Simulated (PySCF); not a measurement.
## Substituent chemical shifts

Parent skeleton `[cH:1]1[cH:2][cH:3][s:4][cH:5]1`; one hydrogen on atom 1 is replaced by X. Hydrogens on one atom are averaged.

- PBE0/pcSseg-1 with gauge-including orbitals
- structure optimised with PBE0-D3(BJ)/def2-SVP
- code: PySCF
- in vacuum, non-relativistic, single conformer

Scale: 13C (σ = 184.41 ppm), 1H (σ = 31.27 ppm) vs TMS; CS2 for 33S (σ = 495.66 ppm) (reference shieldings calculated alike).

Parent (X = H): C1 131.4, C2 131.4, C3 132.8, S4 220.6, C5 132.8, H(C2) 7.19, H(C3) 7.17, H(C5) 7.17 ppm. Effects are Δδ = δ(X) − δ(H), positive for deshielding.

Q: Give Δδ (ppm) for X = N=CH2, CH2SiH3, BCl2, OiPr, BH2, 2-thienyl, 4-pyridyl, B(OMe)2, C2H5.

A: 
```
        X              SMILES     C1     C2    C3     S4     C5  H(C2)  H(C3)  H(C5)
    N=CH2          C=Nc1ccsc1  +28.4   +0.5  +0.4  -15.9  -19.6  +0.01  -0.05  -0.65
  CH2SiH3      [SiH3]Cc1ccsc1  +11.7   +1.3  +1.1   -4.6   -6.2  -0.24  -0.07  -0.48
     BCl2      ClB(Cl)c1ccsc1  +12.3   +7.9  +0.9  +38.5  +20.6  +0.61  +0.03  +1.09
     OiPr       CC(C)Oc1ccsc1  +29.5  -13.6  -1.2  -44.9  -24.1  -0.45  -0.19  -0.86
      BH2            Bc1ccsc1  +21.5  +11.4  +0.3  +37.9  +26.7  +0.54  +0.04  +0.99
2-thienyl   c1csc(-c2ccsc2)c1   +7.9   -0.8  +0.3   -1.9   -8.2  +0.26  -0.07  +0.22
4-pyridyl  c1cc(-c2ccsc2)ccn1  +14.4   -0.4  +1.8  +10.0   -2.2  +0.30  +0.12  +0.30
  B(OMe)2      COB(OC)c1ccsc1   +7.0   +9.5  -1.3  +19.8   +8.9  +0.52  -0.05  +0.43
     C2H5           CCc1ccsc1  +18.2   +1.1  +0.9   -8.2   -4.7  -0.16  -0.07  -0.38
```

Q: Which position responds most, and to which substituents?

A: S4: from -44.9 ppm with OiPr to +38.5 ppm with BCl2.
